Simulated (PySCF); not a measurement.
How the method moves the HOMO and LUMO of `Cn1ccnn1`

Compound: C3H5N3.
Z-matrix (Å and degrees, PBE0-D3(BJ)/def2-SVP geometry), rows numbered from 1:
```
C 
N   1  1.4398
C   2  1.3526  1  129.12
C   3  1.3775  2  103.75  1  -178.43
N   4  1.3547  3  108.25  2     0.04
N   5  1.2896  4  109.13  3     0.06
H   1  1.0986  2  110.51  3   -51.28
H   1  1.1001  2  111.03  3    70.26
H   1  1.0963  2  107.19  3  -170.51
H   3  1.0866  2  122.92  1     1.82
H   4  1.0878  3  129.66  2  -179.71
```

Basis pcSseg-2 throughout (PySCF), one geometry. Isolated species at its PBE0-D3(BJ)/def2-SVP geometry, gas phase.

Q: How do the orbital energies, the gap and the dipole change with the method?

A: 
```tsv
method	kind	HOMO (eV)	LUMO (eV)	gap (eV)	μ (D)	SCF cycles
B97-D	GGA	-6.11	-1.10	5.01	4.55	16
KT2	GGA	-6.36	-1.10	5.26	4.48	16
KT3	GGA	-6.37	-1.12	5.25	4.43	15
B3LYP	global hybrid	-7.38	-0.45	6.94	4.67	14
PBE0	global hybrid	-7.59	-0.18	7.42	4.67	14
mPW1PW91	global hybrid	-7.61	-0.20	7.41	4.66	14
```

The HOMO spans 1.50 eV, from B97-D down to mPW1PW91, and the gap runs from 5.01 eV (B97-D) to 7.42 eV (PBE0). Over the methods B97-D (0 %), KT2 (0 %), KT3 (0 %), B3LYP (20 %), PBE0 (25 %), mPW1PW91 (25 %), a straight line through the gap against the share of exact exchange rises by 0.89 eV for each 10 % (correlation coefficient 0.997). The dipole ranges from 4.43 D (KT3) to 4.67 D (B3LYP). This basis has no diffuse functions.
